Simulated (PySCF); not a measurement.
# C3H6OS: the cost of one run

Method: levels as typed in each script, gas phase, geometry from GFN2-xTB; program: PySCF 2.14.0.

**1. Starting geometry**

SMILES `COC(C)=S`, 11 atoms, charge 0, spin multiplicity 1.

Bond lengths: C1–O2 1.413 Å, C1–H6 1.088 Å, C1–H7 1.094 Å, C1–H8 1.092 Å, O2–C3 1.331 Å, C3–C4 1.494 Å, C3–S5 1.628 Å, C4–H9 1.091 Å, C4–H10 1.091 Å, C4–H11 1.086 Å. Angles: O2–C1–H6 105.6°, O2–C1–H7 111.4°, O2–C1–H8 111.4°, H6–C1–H7 109.4°, H6–C1–H8 109.5°, H7–C1–H8 109.4°, C1–O2–C3 121.0°, O2–C3–C4 120.4°, O2–C3–S5 117.6°, C4–C3–S5 122.0°, C3–C4–H9 110.7°, C3–C4–H10 110.8°, C3–C4–H11 109.1°, H9–C4–H10 108.1°, H9–C4–H11 109.2°, H10–C4–H11 109.0°.

Geometry (Å):

```xyz
11
C3H6OS
C     2.1503   -0.4224    0.0001
O     0.7861   -0.7915   -0.0006
C    -0.1743    0.1304   -0.0003
C     0.1730    1.5831    0.0001
S    -1.7176   -0.3882    0.0002
H     2.7062   -1.3582    0.0001
H     2.4075    0.1537    0.8935
H     2.4084    0.1541   -0.8910
H     0.7593    1.8401    0.8837
H     0.7602    1.8405   -0.8821
H    -0.7427    2.1662   -0.0028
```

**2. Removing and adding an electron (BP86/6-311+g**)**

Contents of input.py:

```python
import numpy as np
from pyscf import gto, scf, dft
from pyscf.scf import atom_ks, atom_hf
from scipy.linalg import block_diag

def solve(mol, dm0=None, hcore=None):
    mf = (dft.UKS if mol.spin else dft.RKS)(mol, xc='bp86')
    mf.grids.level = 3
    mf = mf.density_fit(auxbasis='def2-universal-jkfit')
    mf.conv_tol, mf.max_cycle = 1e-8, 80
    if hcore is not None:
        mf.get_hcore = lambda *args: hcore
    mf.kernel(dm0)
    if not mf.converged:
        mf = mf.newton().run(mf.mo_coeff, mf.mo_occ, max_cycle=30)
    assert mf.converged, 'SCF not converged'
    return mf

mol = gto.M(atom='''
C      2.15030    -0.42241     0.00008
O      0.78608    -0.79152    -0.00060
C     -0.17426     0.13039    -0.00025
C      0.17298     1.58306     0.00014
S     -1.71761    -0.38816     0.00021
H      2.70623    -1.35816     0.00010
H      2.40751     0.15373     0.89354
H      2.40841     0.15413    -0.89096
H      0.75932     1.84008     0.88372
H      0.76020     1.84047    -0.88205
H     -0.74265     2.16624    -0.00278
''', basis='6-311+g**', charge=0, spin=0, verbose=4)
mf = solve(mol)
out = dict(e0=mf.e_tot, dm0=mf.make_rdm1(), c=mf.mo_coeff, occ=mf.mo_occ, eps=mf.mo_energy)
for name, dq, spin in [('cation', 1, 1), ('anion', -1, 1)]:
    ion = mol.copy().set(charge=mol.charge + dq, spin=spin).build()
    mi = solve(ion)
    if spin and dq > 0 and mol.nao < 130:
        c, _, stable, _ = mi.stability(return_status=True)
        if not stable:
            mi = solve(ion, mi.make_rdm1(c, mi.mo_occ))
    print(name, 'vertical energy change / eV', (mi.e_tot - mf.e_tot) * 27.211386)
    out.update({'e_' + name: mi.e_tot, 'dm_' + name: mi.make_rdm1(), 's2_' + name: mi.spin_square()[0], 'eps_' + name: mi.mo_energy, 'occ_' + name: mi.mo_occ})
# spherically averaged free atoms, for the promolecule
atm = atom_ks.get_atm_nrks(mol, xc='bp86')
pro = block_diag(*[(atm[a[0]][2] * atm[a[0]][3]) @ atm[a[0]][2].T for a in mol._atom])
np.savez('result.npz', pro=pro, **out)
```

Launch:

```bash
$ OMP_NUM_THREADS=1 python input.py
```

What time and memory should one allow on 1 thread of AMD EPYC 9R45 (Zen 5), shared host?

About 1.9 min, with a peak of 0.74 GiB.
